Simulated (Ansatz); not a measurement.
# AlH+ (doublet): from Hartree-Fock to the top rungs at distance Al1–H2 = 1.424 Å, cc-pVQZ

An exercise on one series of results from a longer session: the logs are not shown, and one member is left open.

Method: cc-pVQZ, core rule «outside noble gas», up to 5 orbitals frozen; program: Ansatz 0.2.0, Gaussian basis.

To be run: UHF; CCSD(T) on ROHF; CCSD(T) on UHF; BCCD(T) on ROHF; CCSDT on ROHF; CCSDT on UHF; Full CI.

27 further runs of the same task are left out: 4 for a known fault of the program, 17 that didn't finish, 6 set aside as unsound or not needed.

**What is computed**

The geometry derives from a PBE0/def2-TZVP stationary point (not a proven minimum). One bond is set to the value named and the two fragments are kept rigid.

2 atoms, charge 1, spin multiplicity 2.

Atoms are counted from 1 here; the program's logs count them from 0.

Bond lengths: Al1–H2 1.424 Å.

The first run:

The input, in.yaml:

```yaml
crystal:
  periodic: [false, false, false]
  atoms:
    - {symbol: Al, position_ang: [0.000000, 0.000000, 0.000000]}
    - {symbol: H, position_ang: [0.000000, 0.000000, 1.424000]}
basis:
  gaussian: {orbitals: cc-pVQZ}
total_charge: 1
magnetization: {spin_polarized: true, initial_magnetization: 1}
hamiltonian: {xc: hf}
output: {orbitals: {seedname: orbitals}}
```

Started as:

```
$ ansatz run in.yaml --threads 1 --pin off --events-out ev --progress --plain --max-ram 2393MiB
```

Steps of the session up to this table: UHF; CCSD(T) on ROHF; CCSD(T) on UHF; BCCD(T) on ROHF; CCSDT on ROHF; CCSDT on UHF; Full CI.

One of the session's tables, all rows but one given; the rest of the session is left out.

```
  method  from FCI (kcal/mol)
    ROHF               +30.85
     UHF               +29.42
    RMP2                    ?
    UMP2                +6.97
   RCCSD                +0.57
   UCCSD                +0.46
RCCSD(T)                +0.14
UCCSD(T)                +0.10
 BCCD(T)                +0.13
  RCCSDT                 0.00
  UCCSDT                -0.03
     FCI                    0
```

Q: Estimate the row for RMP2 from the others.

**Answer.** from FCI (kcal/mol): +7.37. In the column «from FCI (kcal/mol)» it lies between UMP2 (+6.97) and UHF (+29.42).

Caveats from the session: Levels on UHF freeze UHF's core orbitals, full CI those of ROHF, so the U rows can settle a little off it for that reason alone. Restricted and unrestricted rows rest on different reference determinants; where their highest levels disagree by more than a few hundredths of an eV, they describe different states and don't form one ladder.
